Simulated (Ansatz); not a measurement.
The first iterations of a band of C2H6N (9 atoms, charge 0, multiplicity 2).

Method: UKS r2SCANh/def2-SVP in Ansatz.

```json
{"movable images": "7", "climbing image": "yes", "spring": "5.0 eV/Å²", "optimiser": "quadratic models (default)", "start path": "through a guess of the saddle point", "force threshold": "0.05 eV/Å", "iteration limit": "60", "end points": "relaxed"}
```

First end point:

```xyz
9
Properties=species:S:1:pos:R:3
C -0.556 0.654 -0.585
C 0.398 -0.327 0.072
N 0.041 -0.605 1.430
H -1.579 0.255 -0.576
H -0.270 0.857 -1.627
H -0.565 1.605 -0.035
H 1.440 0.059 0.026
H 0.440 -1.273 -0.510
H 0.739 -1.271 1.787
```

Last end point:

```xyz
9
Properties=species:S:1:pos:R:3
C -0.511 0.578 -0.462
C 0.496 -0.496 -0.064
N 0.303 -1.060 1.239
H -1.535 0.179 -0.436
H -0.318 0.945 -1.480
H -0.466 1.439 0.223
H 1.517 -0.056 -0.091
H 0.508 -1.308 -0.810
H 0.094 -0.268 1.865
```

| iteration | highest image above the first end (eV) | largest band force component (eV/Å) |
| --- | --- | --- |
| 1 | 0.823 | 7.746 |
| 2 | 0.126 | 1.449 |

**Question.** Does the band converge within its limit, and where does its top end?

**Answer.** The forces met the threshold. It ended after 5 iterations with the highest image 0.093 eV above the first end. A vibrational analysis at the climbing image gives one clearly imaginary mode, 279i cm⁻¹: a first-order saddle point.

Time of the run: 70 s on 2 threads of Intel(R) Xeon(R) Platinum 8488C (Sapphire Rapids) (shared host), peak memory 0.22 GiB.
